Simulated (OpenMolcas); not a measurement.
# C2H4 (ethylene) at HF/ANO-RCC-MB (DKH2)

What is the vertical electron affinity of C2H4 (ethylene) at HF/ANO-RCC-MB (DKH2)? 

The calculation is run with OpenMolcas 26.06.

## Step 1: The structure to begin with

C2H4 has 6 atoms, charge 0, and is taken as a singlet. SMILES: `C=C`. Geometry: relaxed at PBE0-D4/def2-TZVP.

Bond lengths: C1–C2 1.323 Å, C1–H3 1.085 Å, C1–H4 1.085 Å, C2–H5 1.085 Å, C2–H6 1.085 Å. Angles: C1–C2–H5 121.7°, C1–C2–H6 121.7°, C2–C1–H3 121.7°, C2–C1–H4 121.7°, H5–C2–H6 116.7°, H3–C1–H4 116.7°.

## Step 2: A single-point energy at HF/ANO-RCC-MB (DKH2)

Contents of mol.xyz:

```xyz
6

C     -0.087440    -0.639940    -0.142820
C      0.087490     0.639940     0.142810
H      0.031980    -1.412740     0.608940
H     -0.357440    -0.969100    -1.140500
H     -0.032090     1.412740    -0.608910
H      0.357510     0.969090     1.140480
```

Contents of job.inp:

```
* C2H4 Hartree-Fock
>>> EXPORT MOLCAS_PRINT=2
&GATEWAY
Coord=mol.xyz
Basis=ANO-RCC-MB
Group=NoSym
&SEWARD
&SCF
PrOrbitals=1 1
```

Run with:

```bash
export MOLCAS_MEM=1860
pymolcas job.inp > job.log
```

Log:

```text
--- Start Module: gateway ---
[...]
--- Stop Module: gateway /rc=_RC_ALL_IS_WELL_ ---
--- Start Module: seward ---
[...]
      Basis functions           14
--- Stop Module: seward /rc=_RC_ALL_IS_WELL_ ---
--- Start Module: scf ---
[...]
       Convergence after   7 Iterations
[...]
::    Total SCF energy                                -77.9531449262
[...]
      Total spin, S                                     0.0000000000
[...]
      Total electronic charge=   16.000000
      Total            charge=   -0.000000
[...]
      Dipole Moment (debye):
      Origin of the operator (angstrom)=    0.0000   -0.0000   -0.0000
                   X= -9.1510E-05               Y= -1.5007E-05               Z=  1.7666E-05           Total=  9.4400E-05
      Quadrupole Moment (debye*angstrom):
[...]
--- Stop Module: scf /rc=_RC_ALL_IS_WELL_ ---
[...]
```

It took 1.6 s on 1 thread of Arm Neoverse V2, shared host; peak memory 0.41 GiB.

## Step 3: The doublet anion

mol.xyz is that of step 2.

Contents of job.inp:

```
&GATEWAY
 Coord=mol.xyz
 Basis=ANO-RCC-MB
 Group=NoSym

&SEWARD

&SCF
 UHF
 Charge=-1
 Spin=2
 PrOrbitals=1 1
```

Run with:

```bash
export MOLCAS_MEM=1860
pymolcas job.inp > job.log
```

Log:

```text
--- Start Module: gateway ---
[...]
--- Stop Module: gateway /rc=_RC_ALL_IS_WELL_ ---
--- Start Module: seward ---
[...]
      Basis functions           14
--- Stop Module: seward /rc=_RC_ALL_IS_WELL_ ---
--- Start Module: scf ---
[...]
       Convergence after  12 Iterations
[...]
::    Total SCF energy                                -77.8120842597
[...]
      Total spin, S                                     0.5031826090
[...]
      Total electronic charge=   17.000000
      Total            charge=   -1.000000
[...]
      Dipole Moment (debye):
      Origin of the operator (angstrom)=    0.0000   -0.0000   -0.0000
                   X= -1.2287E-04               Y=  1.1859E-05               Z=  2.8464E-05           Total=  1.2668E-04
      Center of Charge (angstrom)
[...]
--- Stop Module: scf /rc=_RC_ALL_IS_WELL_ ---
[...]
```

It took 1.9 s on 1 thread of Arm Neoverse V2, shared host; peak memory 0.41 GiB.

## Step 4: Results

Level: HF/ANO-RCC-MB (DKH2).

| quantity | value |
| --- | --- |
| singlet C2H4: total energy | -77.95314 Eh |
| singlet C2H4: dipole moment | 0.00 D |
| singlet C2H4: HOMO energy | -11.98 eV |
| singlet C2H4: LUMO energy | 4.94 eV |
| singlet C2H4: HOMO–LUMO gap | 16.92 eV |
| doublet anion: total energy | -77.81208 Eh |
| doublet anion: HOMO energy (highest over α and β) | 2.75 eV |
| doublet anion: LUMO energy (lowest over α and β) | 16.61 eV |
| doublet anion: ⟨S²⟩ | 0.756 |
| vertical electron affinity (to the doublet anion) | -3.838 eV |

The anion lies 3.84 eV (370 kJ/mol) above the neutral: the electron isn't bound at this level, and such a value depends on the basis. Without diffuse functions anions come out too high. Hartree–Fock misses the correlation that binds many anions. In a minimal basis such a difference can be off by several eV, whatever the method. Mulliken charges (singlet C2H4) run from -0.33 on C1 to +0.16 on H3. Mulliken charges (doublet anion) run from -0.49 on C1 to -0.00 on H3. The HOMO (doublet anion) lies at positive energy, 2.75 eV: the electron is unbound at this level or held by a compact basis; values depend on the basis.
